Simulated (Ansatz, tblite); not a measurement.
# AlH2(SiH3) (AlSiH5): charged states by level of theory

An exercise on one series of results from a longer session: the logs are not shown, and one member is left open.

Program: Ansatz 0.2.0, Gaussian basis. Level of theory: as each input shows. These are calculated values, not measurements.

Levels to be run: charge +1 doublet, at the geometry of the singlet (PBE0-D4/def2-TZVP, PBE-D4/def2-TZVP, r2SCAN-D4/def2-TZVP, CCSD(T)/def2-TZVPP); the starting singlet's energies come from earlier runs.

1 further run of the same task is left out (for a known fault of the program). Runs told in other sessions of the task aren't counted.

**The structure**

The singlet was relaxed beforehand with r2SCAN-D4/def2-TZVP.

7 atoms, charge 0, spin multiplicity 1.

Atoms are counted from 1 here; the program's logs count them from 0.

Bond lengths: Al1–H2 1.588 Å, Al1–H3 1.588 Å, Al1–Si4 2.457 Å, Si4–H5 1.490 Å, Si4–H6 1.490 Å, Si4–H7 1.493 Å. Angles: H2–Al1–H3 118.8°, H2–Al1–Si4 120.5°, H3–Al1–Si4 120.6°, Al1–Si4–H5 112.8°, Al1–Si4–H6 112.8°, Al1–Si4–H7 109.6°, H5–Si4–H6 107.7°, H5–Si4–H7 106.8°, H6–Si4–H7 106.8°.

The first run:

in.yaml

```yaml
crystal:
  periodic: [false, false, false]
  atoms:
    - {symbol: Al, position_ang: [0.701765, 1.222625, 0.012746]}
    - {symbol: H, position_ang: [2.289099, 1.240444, 0.033368]}
    - {symbol: H, position_ang: [-0.078931, 2.603773, -0.044365]}
    - {symbol: Si, position_ang: [-0.522581, -0.907337, 0.018856]}
    - {symbol: H, position_ang: [-1.870649, -0.797797, 0.643522]}
    - {symbol: H, position_ang: [0.214912, -1.994435, 0.721667]}
    - {symbol: H, position_ang: [-0.733616, -1.367262, -1.385793]}
basis:
  gaussian: {orbitals: def2-TZVP}
total_charge: 1
magnetization: {spin_polarized: true, initial_magnetization: 1}
hamiltonian: {xc: pbe0, dispersion: d4}
output: {orbitals: {seedname: orbitals}}
```

Run with:

```
ansatz run in.yaml --threads 4 --pin off --events-out ev --progress --plain --max-ram 3916MiB
```

Among the steps run: Charge +1 doublet at the fixed geometry, PBE0-D4/def2-TZVP; Charge +1 doublet at the fixed geometry, PBE-D4/def2-TZVP; Charge +1 doublet at the fixed geometry, r2SCAN-D4/def2-TZVP; Charge +1 doublet at the fixed geometry, CCSD(T)/def2-TZVPP.

One of the session's tables, all rows but one given; the rest of the session is left out.

It belongs to the step «Vertical ionisation energy». 

| method | vertical ionisation energy (eV) |
| --- | --- |
| HF/def2-TZVPP | ? |
| PBE-D4/def2-TZVP | 9.55 |
| r2SCAN-D4/def2-TZVP | 9.63 |
| PBE0-D4/def2-TZVP | 9.71 |
| MP2/def2-TZVPP | 9.83 |
| CCSD/def2-TZVPP | 9.83 |
| CCSD(T)/def2-TZVPP | 9.85 |

Q: Estimate the row for HF/def2-TZVPP from the others.

**Answer.** vertical ionisation energy (eV): 9.06. In the column «vertical ionisation energy (eV)» it is the lowest.
